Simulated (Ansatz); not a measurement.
This geometry of BClH2 + CH4 (9 atoms, charge 0, multiplicity 1) is a first-order saddle point.

Level of theory: Ansatz, RKS PBE/def2-TZVP.

```xyz
9
Properties=species:S:1:pos:R:3
B -0.496 -0.036 -0.699
Cl 1.149 0.997 -1.630
H -0.517 -1.077 -1.286
H -1.381 0.766 -0.767
H 0.821 0.460 -0.262
C 0.098 -0.201 0.874
H 0.200 0.698 1.498
H 0.938 -0.887 1.052
H -0.812 -0.721 1.221
```

**Question.** Which two structures does it join? (They come from a converged band through this point; their orientation in space is the band's.)

**Answer.** Bonds broken: B1–Cl2, H5–C6. Bonds formed: B1–C6, Cl2–H5. BClH2 + CH4 becomes CH5B + ClH.

Image 0:

```xyz
9
Properties=species:S:1:pos:R:3
B -0.779 0.267 -1.806
Cl 0.508 1.136 -2.596
H -0.800 -0.925 -1.914
H -1.592 0.899 -1.196
H 1.224 -0.042 0.682
C 0.532 -0.274 1.502
H 0.190 0.657 1.968
H 1.050 -0.890 2.247
H -0.333 -0.828 1.114
```

Image 10:

```xyz
9
Properties=species:S:1:pos:R:3
B -0.734 -0.172 -0.522
Cl 1.319 1.020 -1.693
H -0.669 -1.086 -1.304
H -1.453 0.755 -0.793
H 2.026 1.081 -0.613
C -0.179 -0.341 0.934
H 0.003 0.597 1.480
H 0.690 -1.007 1.031
H -1.003 -0.847 1.480
```

**Question.** How far does it lie above each of them?

**Answer.** 1.36 eV above the first and 0.39 eV above the second. This is the barrier of this one path; another mechanism may lie lower. The orbitals stay closed-shell, which can raise the energy where a bond breaks towards radicals; this wasn't checked here.

Time of the run: 4.8 min on 4 threads of Arm Neoverse N1, on a shared host, peak memory 0.21 GiB.
